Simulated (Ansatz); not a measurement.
Input for Ansatz (development build ahead of 0.2.0):

```yaml
crystal:
  periodic: [false, false, false]
  atoms:
    - { symbol: C, position_ang: [0.0, 0.0, 0.0] }
    - { symbol: H, position_ang: [1.01574, 0.0, 0.0] }
    - { symbol: H, position_ang: [-0.50787, 0.87966, 0.0] }
    - { symbol: H, position_ang: [-0.50787, -0.87966, 0.0] }
basis:
  gaussian: { orbitals: cc-pVDZ }
total_charge: 1
hamiltonian:
  xc: hf
correlation:
  method: mp2
  frozen_orbitals: { C: 1, H: 0 }
```

The input is written out in the form of the current development build from the run's settings.

Results

```
Converged                       : yes
Reference energy                : -39.22274 hartree
Correlation energy              : -0.10237 hartree
Total energy                    : -39.32510 hartree
Spin squared of the determinant : 0.000
```
